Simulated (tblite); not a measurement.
Isomers of C4H7O2 (doublet state). Computed values, GFN2-xTB/tblite, gas phase, harmonic and unscaled. Against measured fundamentals such values can be off by several per cent, at times by over 20. One conformer each. Open shells enter through the occupations alone, without spin polarisation, and single modes of such species can be off by tens of per cent.

Electronic energies: GFN2-xTB at the same geometries; isomer energies are rough at this level and their order can be wrong.

```tsv
SMILES	electronic energy, lowest = 0 (kJ/mol)
C[C](C)OC=O	0.0
[CH2]CC(=O)OC	47.0
CO[CH]C(C)=O	25.0
```

Problem. How do GFN2-xTB zero-point energies change the relative energies?

Solution. 
```tsv
SMILES	ZPE (kJ/mol)	of it from modes above 1550 cm⁻¹	electronic (kJ/mol)	with ZPE, lowest = 0 (kJ/mol)	lowest mode (cm⁻¹)	rings
C[C](C)OC=O	264.9	134.7	0.0	0.0	54	0
CO[CH]C(C)=O	266.3	136.0	25.0	26.4	63	0
[CH2]CC(=O)OC	264.1	138.2	47.0	46.1	51	0
```

The zero-point energies span 2.2 kJ/mol, from `[CH2]CC(=O)OC` to `CO[CH]C(C)=O`. The order is unchanged.

Problem. What do entropy and thermal enthalpy add at 298.15 K and 1 bar (rigid rotor, harmonic oscillator, one conformer each)?

Solution. 
| SMILES | point group | symmetry number | S (J/(mol K)) | H − H(0) (kJ/mol) | ZPE + H − H(0) − TS (kJ/mol) |
| --- | --- | --- | --- | --- | --- |
| C[C](C)OC=O | Cs | 1 | 365.4 | 22.76 | 178.7 |
| CO[CH]C(C)=O | Cs | 1 | 368.1 | 22.82 | 179.4 |
| [CH2]CC(=O)OC | C1 | 1 | 364.4 | 22.75 | 178.2 |

S holds R ln(2S + 1) for the spin.
